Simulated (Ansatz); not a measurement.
We consider anthracene C14H10, described by PBEsol in Ansatz (PAW).

Problem. What does this level give for the lattice energy and volume per molecule?

Solution. 
- lattice energy: 24 kJ/mol
- volume per molecule: 253.31 Å³

Note: the cell comes from a level without a dispersion term, which matters for the spacing of layers, chains or molecules; the volume lies 11 % above that of the published cell.

Ansatz is a program for electronic structure.
